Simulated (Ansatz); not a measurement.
C3H5FO2, SMILES `C=C(O)OCF`, relaxed with RKS PBE0-D4/def2-TZVP in Ansatz 0.2.0 from a PBE-D4/def2-SVP geometry. The force threshold is 0.005 eV/Å; the program also tests the step.

The species carries charge 0 and has multiplicity 1.

Start:

```xyz
11

C    -1.128    0.283    0.968
C    -0.201    0.850    0.163
O    -0.064    2.187    0.026
O     0.716    0.200   -0.613
C     0.709   -1.208   -0.595
F     1.683   -1.615   -1.445
H    -1.228   -0.802    1.074
H    -1.801    0.936    1.535
H     0.667    2.335   -0.606
H     0.928   -1.577    0.436
H    -0.282   -1.589   -0.943
```

Problem. By how much does the energy fall, and how many steps does the optimiser take? (An estimate is asked.)

Solution. Computed: 5.84 kJ/mol, in 4 steps.

Problem. Which bonds change most? (An estimate is asked.)

Solution. Ansatz gave: C1–C2 from 1.353 to 1.331 Å; C5–H11 from 1.117 to 1.096 Å; C5–H10 from 1.117 to 1.096 Å; C1–H8 from 1.096 to 1.079 Å.

Problem. Give the relaxed structure. (Estimate.)

Solution. Ansatz gave: 
```xyz
11

C    -1.111    0.281    0.956
C    -0.198    0.837    0.162
O    -0.063    2.164    0.026
O     0.708    0.196   -0.607
C     0.690   -1.199   -0.579
F     1.664   -1.604   -1.424
H    -1.207   -0.788    1.057
H    -1.775    0.920    1.515
H     0.653    2.331   -0.597
H     0.914   -1.564    0.429
H    -0.275   -1.575   -0.938
```
